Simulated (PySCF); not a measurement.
C₄H₃P.
Structure used (GFN2-xTB), in Å, numbered top down from 1:
```xyz
8
C4H3P angstrom
C     -1.5397    0.2538    0.1171
C     -0.1225    0.0237    0.0210
C      1.0739   -0.1732   -0.0569
C      2.3914   -0.3898   -0.1415
P      3.9334   -0.6449   -0.2367
H     -1.7409    1.3213    0.2179
H     -2.0421   -0.1166   -0.7776
H     -1.9444   -0.2648    0.9874
```

Computed with PySCF 2.14.0, delta-SCF UKS SCAN, pcX-2 on the ionised atom, pcseg-1 elsewhere, spin-free X2C. Binding energies are ΔSCF values: E(core-ionised, relaxed orbitals) − E(ground state) at a fixed geometry, referred to the vacuum level.

Some binding energies are withheld.

```
atom(s)              bonded to    level  binding energy (eV)
     C1              C and 3 H     C 1s               291.85
     C3  C (triple bond) and C     C 1s                    ?
     P5        C (triple bond)     P 1s                    ?
     P5        C (triple bond)  P 2p3/2               136.01
```

Question: Fill in P 1s for P5.

Answer: 2149.48 eV (phosphorus bonded to C).

Question: Fill in C 1s for C3.

Answer: 290.67 eV (alkyne carbon). The other listed C 1s value is that of C1; the shift against it is -1.18 eV.

Lowest listed C 1s: C3, bonded to C (triple bond) and C. Highest, 1.18 eV above it: C1, bonded to C and 3 H. Summing the Pauling electronegativity differences to the bonded atoms, each weighted by its formal bond order, gives 0.00 for the lowest site and -1.05 for the highest; the largest sum, 0.00, belongs to C3, 1.18 eV below the top. The smallest sum, -1.05, belongs to C1, 1.18 eV above the lowest.

Question: Which photon wavelength matches the C 1s of C1 threshold?

Answer: λ = hc/E = 12398.42 eV Å / 291.85 eV = 42.482 Å.

The list is incomplete; no value stands for C 1s of C2, C4 (hole states with ⟨S²⟩ of 1 or more are left out). Spin contamination (⟨S²⟩ against 0.75 for a pure doublet) is marked for C 1s of C3 (1.00), which makes this value less certain. Spin–orbit and ligand-field terms were added within each 2p shell after the spin-free SCF. 2p1/2 minus 2p3/2 (ligand field included): P 0.89 eV. Geometry: GFN2-xTB; no solvent, vibrations or thermal averaging.

On an Intel Xeon Platinum 8375C at 2.90 GHz with one thread, on a shared host, this took 36 s and 0.44 GiB of memory at its peak.
